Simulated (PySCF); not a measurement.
**Dipole moment and polarisability of 1,3-hexadiyne**

Compound: 1,3-hexadiyne, C6H6.
Cartesian coordinates in Å at the GFN2-xTB level; atoms count from 1:
```
atom  x, y, z in Å
C1     3.1367    2.0704   -0.9389
C2     2.2615    1.3193   -0.5921
C3     1.2699    0.4752   -0.2018
C4     0.4009   -0.2844    0.1501
C5    -0.6669   -1.1680    0.5588
C6    -2.0377   -0.5251    0.3357
H7     3.9013    2.7211   -1.2393
H8    -0.5952   -2.0984   -0.0140
H9    -0.5391   -1.4120    1.6185
H10   -2.8261   -1.2059    0.6499
H11   -2.1801   -0.2891   -0.7169
H12   -2.1238    0.3963    0.9080
```

Level: CAM-B3LYP/def2-SVPD (PySCF), static field, nuclei fixed, core orbitals frozen in the response. The polarisability tensor in these axes (au):

```
x    96.72  33.91 -15.99
y    33.91  76.46 -13.07
z   -15.99 -13.07  54.35
```

Problem. Diagonalise the tensor; give its mean and Δα, where Δα² is half the sum of the squared differences of the eigenvalues.

Solution. Principal values 48.27, 51.48 and 127.78 au; mean 75.84 au = 11.24 Å³ = 12.50 × 10⁻⁴⁰ C²·m²/J; Δα = 77.95 au (103 % of the mean).

Problem. What is the dipole moment, and where does it point?

Solution. (-1.06, -0.73, 0.34) D, 1.33 D in size, pointing from the negative to the positive side. Measured along this direction, the outermost atoms are H7 at the negative end and H10 at the positive end.

Problem. Along which axes do the principal values lie, and how far do the nuclei extend along each?

Solution. Largest value along (0.77, 0.58, -0.27), where the nuclei span 7.96 Å; middle along (-0.64, 0.72, -0.28), 2.51 Å; least along (0.03, 0.39, 0.92), 1.77 Å. The response follows the extents in order.

Problem. How large is μ²/3kT at 298 K beside α?

Solution. In Gaussian units μ²/3kT = 14.32 Å³ against 11.24 Å³, a ratio of 1.27; the Debye molar polarisation (4π/3)N_A(α + μ²/3kT) is 64.5 cm³/mol, leaving out the vibrational part.

Problem. What molar refraction does this α imply?

Solution. Lorentz–Lorenz: R = (4π/3)N_A α = 2.5225 cm³/(mol·Å³) × 11.24 Å³ = 28.4 cm³/mol, in the limit of long wavelengths.

Problem. Traceless (Buckingham) quadrupole moment about the centre of nuclear charge: eigenvalues?

Solution. -5.74, -5.06, 10.80 D·Å. The values depend on the origin, since the dipole doesn't vanish. The electronic extent ⟨r²⟩ about the same centre is 886 bohr², a root-mean-square distance of 2.43 Å for the 42 electrons.

Problem. Rayleigh depolarisation ratio (linearly polarised light, static tensor)?

Solution. ρ = 3Δα²/(45ᾱ² + 4Δα²) = 18229.5/(258848 + 24306.0) = 0.0644.

Geometry: GFN2-xTB; no solvent, vibrations or thermal averaging.

These values come from a run that also computed excited states. Time: 18 s wall; peak memory 0.74 GiB. Hardware: Arm Neoverse V2, one thread, no GPU, shared host with 96 logical CPUs at a one-minute load of 38.
